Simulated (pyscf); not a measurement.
Structures and frequencies: ωB97X-D3(BJ)/def2-SVP in PySCF.

### Question
Estimate the classical barrier height and the reaction energy of :HC–OH [singlet] + hydrogen (H₂) → formaldehyde (H₂C=O) + hydrogen (H₂) at ωB97M-D3(BJ)/def2-TZVP. The step runs on the singlet surface, breaks H–O, H–H and forms C–H, H–H; take the separated reactants as zero.

### Answer
ΔE‡ = 14.2 kcal/mol, ΔE = -50.7 kcal/mol. Zero-point energy shifts the barrier by +2.0 kcal/mol. It is a concerted two-bond exchange, with an imaginary mode of 1647i cm⁻¹. One saddle was located; it need not be the lowest between these sides.
